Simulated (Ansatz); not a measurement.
The input, for Ansatz 0.2.0:

```yaml
crystal:
  periodic: [false, false, false]
  atoms:
    - {symbol: Ge, position_ang: [0.000000, -0.021938, 0.687166]}
    - {symbol: N, position_ang: [0.000000, 0.374628, -1.228580]}
    - {symbol: N, position_ang: [0.000000, -0.360400, -2.231759]}
    - {symbol: H, position_ang: [0.000000, 1.383317, -1.436414]}
basis:
  gaussian: {orbitals: cc-pVDZ}
magnetization: {spin_polarized: false, initial_magnetization: 1}
correlation: {method: mp2, electrons: outside_noble_gas}
```

```sh
$ ansatz run in.yaml --threads 1 --pin off --events-out ev --progress --plain --max-ram 2393MiB
```

Output:

```
645 factors; integrals over basis functions are off by at most 1.4e-3 eV
mean field evaluation 1: about -59440.6966 eV, gradient 3.8e1 eV
mean field evaluation 2: about -59440.7862 eV, gradient 3.8e1 eV
mean field evaluation 4: about -59448.1722 eV, gradient 7.1e0 eV
mean field evaluation 8: about -59448.5329 eV, gradient 5.3e-1 eV
mean field evaluation 16: about -59446.2034 eV, gradient 1.1e1 eV
mean field evaluation 32: about -59446.8064 eV, gradient 8.1e0 eV
mean field evaluation 64: about -59448.3507 eV, gradient 6.5e-4 eV
mean field evaluation 96: about -59448.4302 eV, gradient 1.5e0 eV
mean field evaluation 128: about -59447.7068 eV, gradient 5.5e-2 eV
mean field evaluation 160: about -59448.3918 eV, gradient 5.6e-1 eV
mean field evaluation 192: about -59448.3507 eV, gradient 2.7e-4 eV
mean field -59448.53436511 eV, -2184.6933422538 hartree, gradient 6.5e-6 eV, S^2 0.750000; 13 other end points of the search recorded, 0 dependent functions left out
mean field evaluation 224: about -59448.4619 eV, gradient 1.0e-2 eV
unrestricted determinant -59449.11914572 eV, -2184.7148325450 hartree, S^2 1.6185
16 core orbitals not correlated: weight in the atoms' cores, before any rotation towards them, 0.999 or more for the frozen orbitals, at most 0.001 for the correlated occupied ones
reference -59448.53436511 eV, -2184.6933422538 hartree; 8, 7 occupied and 36, 37 virtual orbitals, 645 factors
second order -9.78015408 eV of doubles, -0.05795572 eV of singles
Total energy: -59458.37247490 eV, -2185.0548861202 hartree
```

Ran on 1 thread of Arm Neoverse N1, shared host: 14 s wall, 0.21 GiB peak host memory.
